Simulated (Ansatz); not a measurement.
# CH2ClF: the cost of one run

Method: the levels named in each step, in Ansatz 0.2.0.

### 1 The structure to begin with

Bond lengths: F1–C2 1.320 Å, C2–Cl3 1.748 Å, C2–H4 1.121 Å, C2–H5 1.120 Å. Angles: F1–C2–Cl3 112.6°, F1–C2–H4 108.9°, F1–C2–H5 108.9°, Cl3–C2–H4 110.2°, Cl3–C2–H5 110.3°, H4–C2–H5 105.7°.

Structure file:

```xyz
5

F    -1.3706    0.7153   -0.0597
C    -0.7020   -0.4167    0.0637
Cl    1.0297   -0.1845    0.0023
H    -0.9927   -0.9063    1.0288
H    -1.0280   -1.1202   -0.7440
```

### 2 A rough first relaxation, PBE-D4/def2-SVP

This run stands in another session on the same molecule. It ended at:

```xyz
5

F    -1.3985    0.7418   -0.0622
C    -0.7124   -0.3673    0.0583
Cl    1.0178   -0.2183    0.0064
H    -0.9680   -0.9283    1.0226
H    -1.0025   -1.1405   -0.7339
```

### 3 Relaxation, HF/STO-3G

The input, input.yaml:

```yaml
crystal:
  periodic: [false, false, false]
  atoms:
    - { symbol: F, position_ang: [-1.39845795, 0.74182845, -0.0622103] }
    - { symbol: C, position_ang: [-0.71237013, -0.36725775, 0.05833712] }
    - { symbol: Cl, position_ang: [1.01775752, -0.21834979, 0.0063996] }
    - { symbol: H, position_ang: [-0.96798281, -0.92825342, 1.02255891] }
    - { symbol: H, position_ang: [-1.00250662, -1.14049749, -0.73393534] }
magnetization:
  spin_polarized: true
  initial_magnetization: 1
total_charge: 1
basis:
  gaussian: { orbitals: STO-3G }
hamiltonian:
  xc: hf
relax:
  f_tol: 0.002
  max_steps: 150
```

Started as:

```
$ ansatz run input.yaml --threads 2 --pin off --max-ram 5120MiB --backend cpu --events-out ev --progress --plain --runs-dir out
```

What time and memory should one allow on 2 threads of Intel Xeon at 2.50GHz (Skylake/Cascade Lake), shared host?

About 15 s, with a peak of 0.11 GiB.
